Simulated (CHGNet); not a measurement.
## hcp Co

Method: the machine-learned potential CHGNet-r²SCAN (trained on r²SCAN data).

Cell (relaxed at this level):

```cif
data_Co2
_chemical_formula_sum 'Co2'
_space_group_name_H-M_alt 'P63/mmc'
_space_group_IT_number 194
_space_group_name_Hall '-P 6c 2c'
_cell_length_a 2.47285
_cell_length_b 2.47285
_cell_length_c 4.02326
_cell_angle_alpha 90.000
_cell_angle_beta 90.000
_cell_angle_gamma 120.000
loop_
_atom_site_label
_atom_site_type_symbol
_atom_site_symmetry_multiplicity
_atom_site_Wyckoff_symbol
_atom_site_fract_x
_atom_site_fract_y
_atom_site_fract_z
_atom_site_occupancy
Co1 Co 2 c 0.33333 0.66667 0.25000 1
```

```json
{
  "lattice_parameter_a": "2.473 Å",
  "lattice_parameter_c": "4.023 Å",
  "equilibrium_volume_per_atom": "10.65 Å³/atom"
}
```

Measured, for comparison: lattice constant a 2.507 Å, lattice parameter c 4.07 Å (293 K, not corrected to a static lattice; as tabulated in Wikipedia's data pages). Computed (rounded) less measured: lattice constant a -1.4 %, lattice parameter c -1.2 %. A static lattice is as a rule a little smaller and stiffer than an uncorrected measurement, which narrows the difference in the lattice constant a, lattice parameter c and would widen misses of the other sign.

A machine-learned potential is trained on density-functional data: it inherits that level's misses and adds fitting errors of its own.
